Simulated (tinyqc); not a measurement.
UHF in the sto-3g basis, for LiH, spin multiplicity 3, step by step. One step of it, computed by the program tinyqc.

Task: Iteration 2: building the Fock matrix. J_ij = sum D_kl (ij|kl) with D = D(alpha) + D(beta), K_ij = sum D_kl (ik|jl) for each spin; F = H + J - K(s); E = tr D H + tr D J / 2 - 0.5 sum_s tr D(s) K(s) + E_nn.

D(alpha) after iteration 1, lower triangle:
```
,1Li 1s,1Li 2s,1Li 2px,1Li 2py,1Li 2pz,2H 1s
1Li 1s,1.061817
1Li 2s,-0.257937,1.077475
1Li 2px,0.000000,0.000000,0.000000
1Li 2py,0.000000,0.000000,0.000000,0.000000
1Li 2pz,0.029168,-0.109897,0.000000,0.000000,0.121656
2H 1s,0.019820,-0.120085,0.000000,0.000000,0.294831,0.736649
```

D(beta) after iteration 1, lower triangle:
```
,1Li 1s,1Li 2s,1Li 2px,1Li 2py,1Li 2pz,2H 1s
1Li 1s,0.986185
1Li 2s,0.027266,0.000754
1Li 2px,0.000000,0.000000,0.000000
1Li 2py,0.000000,0.000000,0.000000,0.000000
1Li 2pz,0.003062,0.000085,0.000000,0.000000,0.000010
2H 1s,-0.003958,-0.000109,0.000000,0.000000,-0.000012,0.000016
```

core Hamiltonian H = T + V (hartree), lower triangle:
```
,1Li 1s,1Li 2s,1Li 2px,1Li 2py,1Li 2pz,2H 1s
1Li 1s,-4.617091
1Li 2s,-1.035459,-1.311569
1Li 2px,0.000000,0.000000,-1.067043
1Li 2py,0.000000,0.000000,0.000000,-1.067043
1Li 2pz,-0.006555,-0.072700,0.000000,0.000000,-1.118793
2H 1s,-0.035389,-0.279566,0.000000,0.000000,-0.403518,-1.099557
```

Two-electron integrals (ij|kl) in chemists' order, unique and non-zero (hartree):
```
i,j,k,l,(ij|kl)
1,1,1,1,1.680395
2,1,1,1,0.265420
2,1,2,1,0.049941
2,2,1,1,0.397727
2,2,2,1,0.092860
2,2,2,2,0.290562
3,1,3,1,0.008981
3,2,3,1,0.013788
3,2,3,2,0.064184
3,3,1,1,0.396640
3,3,2,1,0.092880
3,3,2,2,0.290497
3,3,3,3,0.312946
4,1,4,1,0.008981
4,2,4,1,0.013788
4,2,4,2,0.064184
4,3,4,3,0.016869
4,4,1,1,0.396640
4,4,2,1,0.092880
4,4,2,2,0.290497
4,4,3,3,0.279207
4,4,4,4,0.312946
5,1,5,1,0.008981
5,2,5,1,0.013788
5,2,5,2,0.064184
5,3,5,3,0.016869
5,4,5,4,0.016869
5,5,1,1,0.396640
5,5,2,1,0.092880
5,5,2,2,0.290497
5,5,3,3,0.279207
5,5,4,4,0.279207
5,5,5,5,0.312946
6,1,1,1,0.008097
6,1,2,1,0.001558
6,1,2,2,0.003038
6,1,3,3,0.002994
6,1,4,4,0.002994
6,1,5,1,0.000229
6,1,5,2,0.000455
6,1,5,5,0.003128
6,1,6,1,0.000056
6,2,1,1,0.052363
6,2,2,1,0.012533
6,2,2,2,0.046398
6,2,3,3,0.043605
6,2,4,4,0.043605
6,2,5,1,0.001828
6,2,5,2,0.014764
6,2,5,5,0.051938
6,2,6,1,0.000493
6,2,6,2,0.017064
6,3,3,1,0.000573
6,3,3,2,0.003511
6,3,5,3,0.001760
6,3,6,3,0.000720
6,4,4,1,0.000573
6,4,4,2,0.003511
6,4,5,4,0.001760
6,4,6,4,0.000720
6,5,1,1,0.075655
6,5,2,1,0.018173
6,5,2,2,0.068476
6,5,3,3,0.063869
6,5,4,4,0.063869
6,5,5,1,0.002809
6,5,5,2,0.022939
6,5,5,5,0.077620
6,5,6,1,0.000725
6,5,6,2,0.026569
6,5,6,5,0.041497
6,6,1,1,0.210987
6,6,2,1,0.050871
6,6,2,2,0.204912
6,6,3,3,0.189309
6,6,4,4,0.189309
6,6,5,1,0.006544
6,6,5,2,0.069520
6,6,5,5,0.235871
6,6,6,1,0.001982
6,6,6,2,0.102528
6,6,6,5,0.162544
6,6,6,6,0.774606
```

nuclear repulsion = 0.63298709 hartree

Give: Coulomb J; exchange K(alpha); exchange K(beta); F(alpha); F(beta); total energy of this density.

Result:

Coulomb J (hartree), lower triangle:
```
,1Li 1s,1Li 2s,1Li 2px,1Li 2py,1Li 2pz,2H 1s
1Li 1s,3.9838
1Li 2s,0.6772,1.3006
1Li 2px,0.0000,0.0000,1.2834
1Li 2py,0.0000,0.0000,0.0000,1.2834
1Li 2pz,0.0036,0.0480,0.0000,0.0000,1.3279
2H 1s,0.0212,0.2418,0.0000,0.0000,0.3628,1.2853
```

exchange K(alpha) (hartree), lower triangle:
```
,1Li 1s,1Li 2s,1Li 2px,1Li 2py,1Li 2pz,2H 1s
1Li 1s,1.7024
1Li 2s,0.2683,0.3366
1Li 2px,0.0000,0.0000,0.0744
1Li 2py,0.0000,0.0000,0.0000,0.0744
1Li 2pz,0.0017,-0.0038,0.0000,0.0000,0.1806
2H 1s,0.0102,0.1200,0.0000,0.0000,0.2071,0.6594
```

exchange K(beta) (hartree), lower triangle:
```
,1Li 1s,1Li 2s,1Li 2px,1Li 2py,1Li 2pz,2H 1s
1Li 1s,1.6716
1Li 2s,0.2738,0.0544
1Li 2px,0.0000,0.0000,0.0097
1Li 2py,0.0000,0.0000,0.0000,0.0097
1Li 2pz,0.0009,0.0003,0.0000,0.0000,0.0096
2H 1s,0.0089,0.0018,0.0000,0.0000,0.0003,0.0001
```

F(alpha) (hartree), lower triangle:
```
,1Li 1s,1Li 2s,1Li 2px,1Li 2py,1Li 2pz,2H 1s
1Li 1s,-2.3357
1Li 2s,-0.6266,-0.3476
1Li 2px,0.0000,0.0000,0.1420
1Li 2py,0.0000,0.0000,0.0000,0.1420
1Li 2pz,-0.0046,-0.0209,0.0000,0.0000,0.0285
2H 1s,-0.0244,-0.1578,0.0000,0.0000,-0.2478,-0.4736
```

F(beta) (hartree), lower triangle:
```
,1Li 1s,1Li 2s,1Li 2px,1Li 2py,1Li 2pz,2H 1s
1Li 1s,-2.3049
1Li 2s,-0.6321,-0.0654
1Li 2px,0.0000,0.0000,0.2067
1Li 2py,0.0000,0.0000,0.0000,0.2067
1Li 2pz,-0.0039,-0.0250,0.0000,0.0000,0.1995
2H 1s,-0.0230,-0.0396,0.0000,0.0000,-0.0410,0.1857
```

total energy of this density = -7.758864 hartree
